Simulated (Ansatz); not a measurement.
## Worked example: the enthalpy of C4H9Cl → C3H5Cl + CH4

Species: C4H9Cl (2-chloro-2-methylpropane) `CC(C)(C)Cl`, singlet; C3H5Cl `C=C(C)Cl`, singlet; CH4 (methane) `C`, singlet. 

Shapes, held fixed at every level: PBE0-D4/def2-TZVP. Programs: Ansatz 0.2.0. The zero-point and thermal terms to 298 K, harmonic and unscaled (PBE0-D4/def2-TZVP), stand in the table.

At CCSD/def2-TZVPP; 1 Eh = 2625.50 kJ/mol:

| species | energy (Eh) | H(298 K) − E (kJ/mol) | tabulated ΔfH (kJ/mol) |
| --- | --- | --- | --- |
| C4H9Cl | -617.255152 | 341.1 | -182.2 |
| C3H5Cl | -576.784033 | 201.4 | -21.0 |
| CH4 | -40.432382 | 127.4 | -74.5 |

**Question.** Work out the reaction enthalpy at 298 K from the calculation and from the table of heats.

**Answer.** 
1. Electronic: (-576.784033) + (-40.432382) − [(-617.255152)] = 0.038737 Eh = +101.7 kJ/mol.
2. Zero-point and thermal: (201.4) + (127.4) − [(341.1)] = -12.3 kJ/mol.
3. Computed ΔH = +89.4 kJ/mol.
4. From the heats of formation (Active Thermochemical Tables, CRC Handbook of Chemistry and Physics): (-21.0) + (-74.5) − [(-182.2)] = +86.7 kJ/mol.
5. Computed less tabulated: +2.7 kJ/mol. Tabulated heats carry uncertainties of their own.
